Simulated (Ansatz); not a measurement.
Write a Python script for the Python package of Ansatz (0.2.0) that makes an active-space calculation of C2H2S, SMILES C=C=S. Settings: SC-NEVPT2, def2-SVP basis, multiplicity 1.

```xyz
5

C     0.6309   -0.3210    0.1200
C    -0.5835    0.2527   -0.1126
S    -2.2221    0.9934   -0.4302
H     1.5026   -0.0143   -0.5229
H     0.7221   -0.9844    0.9043
```

`c2h2s.py`
```python
# -*- coding: utf-8 -*-
"""Static correlation in C2H2S: natural occupations of an active space."""

import ansatz as az

mol = (
    az.Crystal.molecule()
    .atom("C", (0.6309, -0.321, 0.12))
    .atom("C", (-0.5835, 0.2527, -0.1126))
    .atom("S", (-2.2221, 0.9934, -0.4302))
    .atom("H", (1.5026, -0.0143, -0.5229))
    .atom("H", (0.7221, -0.9844, 0.9043))
)

calc = mol.calculation().basis(gaussian="def2-SVP").correlation(active_electrons=4, active_orbitals=4)
for method in ["sc_nevpt2"]:
    r = (calc if method is None else calc.correlation(method)).run(threads=1, backend="cpu").report
    space = r["configurations"]
    state = space["states"][0]
    print(method or "casscf", f"total {r['free_energy_ev'] / 27.211386246:.6f} Ha, active-space state {state['energy']['hartree']:.6f} Ha, mean field {r['reference_energy_ev'] / 27.211386246:.6f} Ha")
    print("  determinants", state["n_determinants"], " natural occupations", [round(n, 3) for n in space["natural_occupations"]])
```

```console
$ python c2h2s.py
RunWarning: the results are in doubt because another end's mean lies 0.138 eV lower, and its corrected mean 0.156 eV higher
sc_nevpt2 total -474.529723 Ha, active-space state -474.191230 Ha, mean field -474.133608 Ha
  determinants 36  natural occupations [1.909, 1.859, 0.141, 0.091]
```
(Warnings from the package without file and line.)

What to keep in mind:
- Total energies depend on the basis set; only differences at equal settings carry meaning.
- The geometry is a force-field or estimated start, not a minimum of this method, and the basis set is short of its limit. The active space starts as a window about the frontier orbitals and is then optimised, not chosen by chemistry.
- A lower CASSCF solution was found and passed over, so the printed active-space state isn't the lowest.
- Wall time of the script: 2.3 s on 1 thread of AMD EPYC 7B13 (Zen 3), with other jobs on the host, peak memory 0.17 GiB.

(Lines on the test bed's own set-up are left out of the output.)
